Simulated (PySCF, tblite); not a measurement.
# C4H7N2 radical: geometry, infrared bands and EPR parameters

Wanted: the infrared bands and EPR parameters of C4H7N2 radical (`[H]/N=C(/[CH]N)C=C`), by calculation.

Programs: tblite 0.8.0 and PySCF 2.14.0, with density-fitted response routines of our own. Each step states its level of theory. These are calculated values for one molecule in the gas phase, unless marked as measured. Atoms count from 0, in the outputs and in this text.

## 1. Starting geometry

13 atoms, charge 0, multiplicity 2; geometry from: force field or distance geometry start.

Bonds of the start (Å): C0–C1 1.32, C1–C2 1.49, C2–N3 1.31, C2–C4 1.48, C4–N5 1.48, C0–H6 1.09, C0–H7 1.09, C1–H8 1.10, N3–H9 1.02, C4–H10 1.08, N5–H11 1.02, N5–H12 1.02.

## 2. Relaxing the molecule with GFN2-xTB

Job settings and geometry (Å):

```
{"job": {"kind": "relax", "xc": "GFN2-xTB", "basis": "xTB"}, "charge": 0, "multiplicity": 2}
C     -2.229500    -0.441100    -0.632900
C     -1.147000    -0.676000     0.087700
C      0.145000     0.024600    -0.157000
N      0.539100     0.463000    -1.321400
C      1.007800     0.182600     1.040200
N      2.265800     0.946100     0.912300
H     -3.165100    -0.957300    -0.421900
H     -2.251800     0.297400    -1.429600
H     -1.164200    -1.393600     0.918200
H     -0.155100     0.237700    -2.031900
H      0.726100    -0.274700     1.973000
H      2.352800     1.237500    -0.064300
H      3.071600     0.354200     1.109700
```

Started as:

```sh
$ OMP_NUM_THREADS=1 python probes_run.py task.json out
```

One launch serves the whole session: the jobs run in the order shown.

The program printed:

```text
step      E/eV     max force
  0    -485.62145    3.237
  1    -485.86820    1.506
  2    -485.95463    0.992
  3    -486.00464    0.681
  4    -486.03021    0.468
  5    -486.04834    0.432
  6    -486.06331    0.261
  7    -486.07104    0.288
  8    -486.08160    0.295
  9    -486.08967    0.305
 10    -486.10062    0.285
 11    -486.11342    0.292
 12    -486.12755    0.306
 13    -486.13777    0.267
 14    -486.14397    0.352
 15    -486.14770    0.207
 16    -486.15059    0.123
 17    -486.15325    0.127
 18    -486.15482    0.135
 19    -486.15718    0.104
 20    -486.15830    0.084
 21    -486.15911    0.078
 22    -486.15988    0.074
 23    -486.16077    0.082
 24    -486.16137    0.064
 25    -486.16170    0.039
 26    -486.16192    0.040
 27    -486.16215    0.053
 28    -486.16237    0.045
 29    -486.16256    0.043
 30    -486.16275    0.037
 31    -486.16297    0.044
 32    -486.16324    0.052
 33    -486.16350    0.045
 34    -486.16373    0.044
 35    -486.16399    0.049
 36    -486.16432    0.058
 37    -486.16470    0.054
 38    -486.16507    0.050
 39    -486.16542    0.046
 40    -486.16582    0.050
 41    -486.16631    0.061
 42    -486.16682    0.058
 43    -486.16727    0.063
 44    -486.16769    0.058
 45    -486.16811    0.055
 46    -486.16851    0.046
 47    -486.16880    0.042
 48    -486.16904    0.043
 49    -486.16933    0.046
 50    -486.16979    0.057
 51    -486.17041    0.060
 52    -486.17100    0.052
 53    -486.17147    0.055
 54    -486.17176    0.062
 55    -486.17207    0.057
 56    -486.17233    0.042
 57    -486.17277    0.039
 58    -486.17292    0.043
 59    -486.17314    0.032
 60    -486.17332    0.034
 61    -486.17364    0.043
 62    -486.17402    0.061
 63    -486.17439    0.055
 64    -486.17459    0.043
 65    -486.17470    0.043
 66    -486.17479    0.029
 67    -486.17489    0.025
 68    -486.17511    0.037
 69    -486.17523    0.025
 70    -486.17536    0.029
 71    -486.17548    0.029
 72    -486.17558    0.025
 73    -486.17567    0.024
 74    -486.17572    0.015
 75    -486.17576    0.012
 76    -486.17577    0.010
 77    -486.17579    0.010
 78    -486.17580    0.010
 79    -486.17581    0.007
```

Run time: 0.35 s. Hardware: 1 thread of Arm Neoverse V1, shared host.

Relaxation path: (not every step is listed)

| step | energy from step 0 (eV) | largest force (eV/Å) |
| --- | --- | --- |
| 0 | 0.0000 | 3.2371 |
| 1 | -0.2468 | 1.5065 |
| 2 | -0.3332 | 0.9916 |
| 3 | -0.3832 | 0.6810 |
| 4 | -0.4088 | 0.4677 |
| 5 | -0.4269 | 0.4321 |
| 6 | -0.4419 | 0.2609 |
| 7 | -0.4496 | 0.2877 |
| 8 | -0.4601 | 0.2950 |
| 14 | -0.5225 | 0.3522 |
| 20 | -0.5369 | 0.0841 |
| 26 | -0.5405 | 0.0402 |
| 32 | -0.5418 | 0.0516 |
| 38 | -0.5436 | 0.0505 |
| 44 | -0.5462 | 0.0579 |
| 50 | -0.5483 | 0.0574 |
| 56 | -0.5509 | 0.0417 |
| 62 | -0.5526 | 0.0605 |
| 68 | -0.5537 | 0.0373 |
| 74 | -0.5543 | 0.0149 |
| 75 | -0.5543 | 0.0121 |
| 76 | -0.5543 | 0.0103 |
| 77 | -0.5543 | 0.0102 |
| 78 | -0.5543 | 0.0102 |
| 79 | -0.5544 | 0.0067 |

Close pairs (by a distance rule), those that changed most:

| bond | before (Å) | after (Å) | change (Å) |
| --- | --- | --- | --- |
| C4–N5 | 1.477 | 1.351 | -0.126 |
| C2–C4 | 1.484 | 1.408 | -0.076 |
| C1–C2 | 1.490 | 1.467 | -0.023 |
| C1–H8 | 1.098 | 1.083 | -0.015 |
| N5–H12 | 1.019 | 1.004 | -0.015 |
| C0–H6 | 1.089 | 1.076 | -0.013 |
| N5–H11 | 1.023 | 1.012 | -0.011 |
| C0–H7 | 1.087 | 1.079 | -0.008 |

The final coordinates are the input of the step that follows.

## 3. Infrared spectrum with GFN2-xTB

Job settings and geometry (Å):

```
{"job": {"kind": "ir", "xc": "GFN2-xTB", "basis": "xTB"}, "charge": 0, "multiplicity": 2}
C     -2.202293    -0.589033    -0.688413
C     -1.191916    -0.516732     0.171113
C      0.109386     0.102991    -0.101307
N      0.481088     0.690644    -1.212564
C      1.067666     0.051835     0.928643
N      2.251213     0.679767     0.755197
H     -3.136849    -1.056785    -0.430668
H     -2.138954    -0.183498    -1.685825
H     -1.301812    -0.937163     1.162805
H     -0.243243     0.704569    -1.923111
H      0.875417    -0.431859     1.872321
H      2.374924     1.026047    -0.187517
H      3.050986     0.459702     1.321598
```

The program printed:

```text
mode    cm-1     km/mol
  1      56.7      1.47
  2     192.4      4.91
  3     207.5      7.48
  4     311.5     12.79
  5     325.4    161.84
  6     448.1     37.96
  7     461.2     40.53
  8     543.4     43.59
  9     585.3      3.51
 10     670.9     54.49
 11     720.7     25.71
 12     743.2     67.91
 13     856.1      3.62
 14     878.2     16.37
 15    1000.6     16.12
 16    1013.3     26.60
 17    1068.7     25.23
 18    1129.2     10.09
 19    1235.4     11.57
 20    1275.3     76.04
 21    1314.2      6.71
 22    1383.7     77.43
 23    1412.9      9.74
 24    1462.4    109.32
 25    1540.0    172.09
 26    1659.7      4.75
 27    3044.6     40.42
 28    3091.3     18.81
 29    3100.8     34.74
 30    3122.2     48.82
 31    3384.7     22.27
 32    3391.2     23.64
 33    3516.2     15.78
```

Wall time 0.27 s (1 thread of Arm Neoverse V1, shared host).

The strongest bands and the atoms that carry them (share of the mass-weighted mode):

| cm⁻¹ | km/mol | atoms |
| --- | --- | --- |
| 325 | 161.8 | H12 70 % |
| 671 | 54.5 | H9 37 %, C2 24 %, H11 11 % |
| 743 | 67.9 | H10 53 %, H11 15 %, C4 11 % |
| 1275 | 76.0 | C4 22 %, H11 16 %, N5 13 %, H10 13 % |
| 1384 | 77.4 | H12 26 %, H11 18 %, C2 15 % |
| 1462 | 109.3 | C2 52 %, N3 24 % |
| 1540 | 172.1 | C4 47 %, C2 22 %, N5 17 % |
| 3122 | 48.8 | H6 80 % |

## 4. g tensor and hyperfine couplings: B3LYP/pcH-1

The job, as its differences from that of step 3:

```diff
@@ -1,2 +1,2 @@
-{"job": {"kind": "ir", "xc": "GFN2-xTB", "basis": "xTB"}, "charge": 0, "multiplicity": 2}
+{"job": {"kind": "epr", "basis": "pcH-1"}, "charge": 0, "multiplicity": 2}
 C     -2.202293    -0.589033    -0.688413
```

Level: UKS B3LYP, pcH-1 on C H N, non-relativistic, mean-field spin-orbit, GIAO.

The program printed:

```text
UKS, coarse grid
  cycle   1  E = -266.01883343  |g| = 3.89e-01
  cycle   2  E = -265.84861089  |g| = 7.05e-01
  cycle   3  E = -266.09153133  |g| = 1.42e-01
  cycle   4  E = -266.10124054  |g| = 4.38e-02
  cycle   5  E = -266.10221884  |g| = 1.43e-02
  cycle   6  E = -266.10233901  |g| = 8.05e-03
  cycle   7  E = -266.10239450  |g| = 3.12e-03
  cycle   8  E = -266.10240539  |g| = 2.13e-03
  cycle   9  E = -266.10240948  |g| = 6.96e-04
UKS, final grid
  cycle   1  E = -266.10240783  |g| = 9.27e-04
  cycle   2  E = -266.10240708  |g| = 1.71e-03
  cycle   3  E = -266.10240856  |g| = 1.92e-04
  cycle   4  E = -266.10240864  |g| = 1.88e-04
  cycle   5  E = -266.10240872  |g| = 7.48e-05
  cycle   6  E = -266.10240872  |g| = 3.01e-05
  cycle   7  E = -266.10240872  |g| = 1.10e-05
E = -266.10240872 Eh   <S^2> = 0.7631 (exact 0.7500)
g shifts (ppm)      1          2          3
  rmc          -193       -193       -193
  gc             -6         42         34
  oz_so           6        905       2356
  total        -193        754       2197
hyperfine (MHz)  atom isotope    a_iso     a_fc   dipolar eigenvalues
    0   13C       2.32       2.32     -3.50     -2.51      6.01
    1   13C      -3.21      -3.21     -1.99      0.19      1.80
    2   13C     -29.79     -29.79     -7.10      1.30      5.80
    3   14N      15.32      15.32    -20.46    -19.75     40.21
    4   13C      30.16      30.16    -38.00    -37.42     75.43
    5   14N      11.30      11.30    -10.53    -10.12     20.65
    6    1H      -2.78      -2.78     -2.06     -0.56      2.62
    7    1H      -2.80      -2.80     -1.29     -0.19      1.48
    8    1H      -0.40      -0.40     -2.44     -2.23      4.67
    9    1H     -29.18     -29.18    -25.11     -4.36     29.47
   10    1H     -31.83     -31.83    -19.07     -0.94     20.01
   11    1H     -11.11     -11.11     -7.53     -5.37     12.90
   12    1H      -4.82      -4.82    -13.06     -4.06     17.12
```

It took 38 s on 1 thread of Arm Neoverse V1, shared host; peak memory 0.85 GiB.

Principal g values 2.00213, 2.00307, 2.00452; g(iso) = 2.00324, against 2.00232 for a free electron.

Mean a(iso) over the nuclei that a row names, and the largest dipolar term of the row (other rows stand at the frozen geometry):

| nuclei | isotope | a(iso) (MHz) | a(iso) (G, at g = 2.0023) | largest dipolar term (MHz) |
| --- | --- | --- | --- | --- |
| H10 | 1H | -31.8 | -11.4 | 20.0 |
| C4 | 13C | 30.2 | 10.8 | 75.4 |
| C2 | 13C | -29.8 | -10.6 | -7.1 |
| H9 | 1H | -29.2 | -10.4 | 29.5 |
| N3 | 14N | 15.3 | 5.5 | 40.2 |
| N5 | 14N | 11.3 | 4.0 | 20.7 |
| H11, H12 | 1H | -8.0 | -2.8 | 17.1 |
| C1 | 13C | -3.2 | -1.1 | -2.0 |
| H7 | 1H | -2.8 | -1.0 | 1.5 |
| H6 | 1H | -2.8 | -1.0 | 2.6 |
| C0 | 13C | 2.3 | 0.8 | 6.0 |
| H8 | 1H | -0.4 | -0.1 | 4.7 |

Mulliken spin populations:

C0 0.05; C1 -0.01; C2 -0.07; N3 0.45; C4 0.46; N5 0.18; H6 0.00; H7 0.00; H8 0.00; H9 -0.02; H10 -0.02; H11 -0.01; H12 0.00

In first order the couplings over 0.8 MHz of 1H, 14N give 432 distinct lines over 48.4 G, if the averaged nuclei exchange fast; the same motion can average rows kept apart here too.

The fields below are evaluated on a grid from the run's orbitals.

ELF in a plane through or near 13 of the atoms.

Ten even steps from ' ' (0.00) to '@' (1.00):
```
                                                        
                                                        
                                                        
                    ::::      ::--..                    
                  **@@@@==  ::@@@@%%..                  
                ..@@@@@@%%  **@@@@@@::                  
          ..      ##@@@@@@..**@@@@@@..  ==%%@@**        
        ++%%##::  ==%%@@**  --%%%%**::--@@@@@@@@::      
      ..%%@@@@##==**::--++==++==##==****@@@@@@@@==      
      ::%%@@@@%%==%%==::@@++%%%%..%%==--%%@@@@%%::      
        --****++--**----++==--**--++====##==::          
            --##@@%%..  ==%%##::  ::%%@@@@**..          
            --@@@@%%..==##::**==....@@@@@@@@::          
            --%%%%==..%%%%==%%@@##  ++@@@@@@::          
              ..    --%%@@##%%@@@@::  ::++::            
                    --##**==++%%%%::                    
                      ::::....----                      
                                                        
                                                        
                                                        
```
The map spans 11.9 Å across and 9.1 Å up, centred on the molecule. Atoms in the plane (x, y in Å): C0 (2.4, 0.1), C1 (1.2, 0.6), C2 (-0.1, -0.2), N3 (-0.2, -1.5), C4 (-1.3, 0.6), N5 (-2.5, -0.1), H6 (3.3, 0.7), H7 (2.5, -1.0), H8 (1.0, 1.7), H9 (0.7, -1.9), H10 (-1.3, 1.7), H11 (-2.4, -1.1), H12 (-3.3, 0.4).

On the surface of density 0.002 e/bohr³ the electrostatic potential runs, from the 1st to the 99th percentile, from -1.61 V near N3 to 2.11 V near H12.

The spin density lies nearest to N3 32 %; C4 29 %; N5 14 %; C2 8 % (both signs).

## 5. Results

| quantity | value |
| --- | --- |
| strongest single infrared mode (GFN2-xTB) | 1540 cm⁻¹, 172 km/mol |
| zero-point energy (GFN2-xTB) | 64.5 kcal/mol |
| g(iso) (B3LYP) | 2.00324 |
| ⟨S²⟩ | 0.763 (exact 0.75) |
| largest a(iso) (averaged by class) | 1H on H10, -31.8 MHz |
| potential on the surface of density 0.002 e/bohr³, 1st and 99th percentile | -1.61 V and 2.11 V |

Over 79 steps the energy fell by 0.554 eV; of the close pairs, C4–N5 changed most, 1.477 to 1.351 Å. No mode is imaginary among the 33: a minimum at this level. The strongest single mode, at 1540 cm⁻¹, is spread over several atoms, C4, C2, N5 among them. Unscaled tight-binding wavenumbers are off by several per cent, some by more. Its intensities can rank the bands wrongly. The largest spin populations lie on C4 (0.46 e), N3 (0.45 e). The isotropic g lies 0.9 ppt above the free-electron value.
